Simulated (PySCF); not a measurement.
# Spin-rotation constants: `c1ncncn1`, C3H3N3

Geometry:
```json
{"atom": "C1", "x (Å)": "1.154", "y (Å)": "-0.586", "z (Å)": "-0.204"}
{"atom": "N2", "x (Å)": "0.094", "y (Å)": "-1.389", "z (Å)": "-0.178"}
{"atom": "C3", "x (Å)": "-1.068", "y (Å)": "-0.773", "z (Å)": "-0.368"}
{"atom": "N4", "x (Å)": "-1.227", "y (Å)": "0.531", "z (Å)": "-0.572"}
{"atom": "C5", "x (Å)": "-0.096", "y (Å)": "1.230", "z (Å)": "-0.577"}
{"atom": "N6", "x (Å)": "1.122", "y (Å)": "0.728", "z (Å)": "-0.399"}
{"atom": "H7", "x (Å)": "2.138", "y (Å)": "-1.047", "z (Å)": "-0.051"}
{"atom": "H8", "x (Å)": "-1.973", "y (Å)": "-1.393", "z (Å)": "-0.356"}
{"atom": "H9", "x (Å)": "-0.175", "y (Å)": "2.312", "z (Å)": "-0.742"}
```

Computed, not measured: PySCF 2.14.0, GIAO B3LYP/aug-cc-pVDZ magnetisability, rotational g tensor and spin-rotation constants, non-relativistic, gas phase. Geometry: PBE0-D3(BJ)/def2-SVP.

Question: Give the nuclear spin-rotation constants along the inertial axes (H = +C I·J) beside the isotropic shieldings.

Answer: Rotational constants 6.5004, 6.5000, 3.2501 GHz. A star marks the isotopologue with that one atom substituted, in its own axes.
| atom | isotope | Caa (kHz) | Cbb (kHz) | Ccc (kHz) | mean (kHz) | σ (ppm) |
| --- | --- | --- | --- | --- | --- | --- |
| N2 | 14N | 1.464 | 1.464 | 0.067 | 0.999 | -31.4 |
| N4 | 14N | 1.464 | 1.464 | 0.067 | 0.999 | -31.4 |
| N6 | 14N | 1.464 | 1.464 | 0.067 | 0.999 | -31.4 |
| H7 | 1H | 0.060 | 0.060 | -0.248 | -0.043 | 22.1 |
| H8 | 1H | 0.060 | 0.060 | -0.248 | -0.043 | 22.1 |
| H9 | 1H | 0.060 | 0.060 | -0.248 | -0.043 | 22.1 |
| C1 | 13C* | 3.350 | 2.486 | 0.551 | 2.129 | 25.5 |

Where two moments of inertia are equal or nearly so, the constants along those axes are given as their average.
For the geometry as given, no vibrational averaging.
